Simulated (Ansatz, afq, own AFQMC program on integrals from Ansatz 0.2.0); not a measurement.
Integrals from Ansatz 0.2.0, then the random walk in our own AFQMC program (afq).

```yaml
crystal:
  periodic: [false, false, false]
  atoms:
    - {symbol: Si, position_ang: [-1.649257, 0.976993, 0.542631]}
    - {symbol: Si, position_ang: [-0.638914, -0.794856, 1.711418]}
    - {symbol: Ge, position_ang: [1.613254, -0.774791, 0.891133]}
    - {symbol: Si, position_ang: [1.433702, -0.120407, -1.414535]}
    - {symbol: Ge, position_ang: [-0.803528, 0.715897, -1.685166]}
    - {symbol: H, position_ang: [-3.143792, 0.962022, 0.601232]}
    - {symbol: H, position_ang: [-1.154404, 2.275255, 1.102685]}
    - {symbol: H, position_ang: [-1.292897, -2.080944, 1.308541]}
    - {symbol: H, position_ang: [-0.716544, -0.656485, 3.198734]}
    - {symbol: H, position_ang: [2.425071, 0.287302, 1.661655]}
    - {symbol: H, position_ang: [2.317455, -2.134882, 1.060288]}
    - {symbol: H, position_ang: [1.667813, -1.291179, -2.316233]}
    - {symbol: H, position_ang: [2.438850, 0.938961, -1.739960]}
    - {symbol: H, position_ang: [-1.653874, -0.332373, -2.432650]}
    - {symbol: H, position_ang: [-0.842936, 2.029477, -2.489762]}
basis:
  gaussian: {orbitals: def2-SVP}
magnetization: {spin_polarized: false}
correlation: {method: ccsd_t, electrons: outside_noble_gas, hamiltonian_folder: ham}
```

```sh
$ ansatz run in.yaml --threads 1 --pin off --events-out ev --progress --plain --max-ram 24576MiB --backend cuda --devices 0, --max-vram 18GiB
```

afq runs on the folder ham with

```
--method phaseless --trial hf --walkers 1300 --populations 20 --least-time 40 --time-step 0.005 --steps-per-block 20 --equilibration-blocks 112 --max-blocks 4000 --target-error 0.00165 --factor-cut 1e-05 --seed 4296 --taylor-order 6
```

Times are imaginary, in 1/Eh. The walk had a cap of 143 s. With eight or more populations the least sampling time is a fifth of least-time, and the error comes from their spread. Filled inner d shells are frozen with the cores.

Output of the walk:

```
orbitals 125  electrons 15 15  factors 1116 of 1649
reference energy -5022.56599344 Eh
CCSD correlation -0.58314867 Eh in 10 cycles, weight of the determinant in the CISD state 0.7310
energy of the start -5022.565993 Eh
 block  time / (1/Eh)  mean weight  energy / Eh
     1     0.100  1.0020  -5022.669005
     2     0.200  1.0026  -5022.748853
     3     0.300  1.0037  -5022.817688
     4     0.400  1.0037  -5022.871756
     5     0.500  1.0027  -5022.914569
    10     1.000  1.0011  -5023.044306
    33     3.300  0.9997  -5023.163759
    49     4.900  1.0006  -5023.167983
    89     8.900  1.0000  -5023.168583
   129    12.900  1.0000  -5023.165828
   169    16.900  1.0001  -5023.184137
   185    18.500  1.0004  -5023.187712
   209    20.900  1.0006  -5023.167111
   249    24.900  1.0001  -5023.175720
   289    28.900  1.0002  -5023.165979
   329    32.900  0.9994  -5023.183471
error from the spread of 20 populations
energy -5023.176260 +/- 0.001555 Eh
(rows thinned)
```

The run passed its tests (sampling time, drift between the halves within three errors, error under three times the target), which doesn't prove that it has relaxed.

Against this walk (error 42.3 meV) on the same determinant: CCSD(T) 215.2 meV higher, the released energy of a separate walk with a CISD trial 105.7 ± 44.2 meV higher, a separate phaseless walk with a CISD trial and standard settings 129.1 ± 43.6 meV higher. The error is statistical and leaves out the bias of the constraint.

Cautions: constraint bias not in the error; no relativity below Rb; no spin-orbit coupling; inner d shell frozen.

The walk took 100 s on 1 × NVIDIA H100 80GB HBM3 with 2 threads of AMD EPYC 7R13 Processor (Zen 3) (shared host) (the card was shared). The log's last line is the phaseless energy.
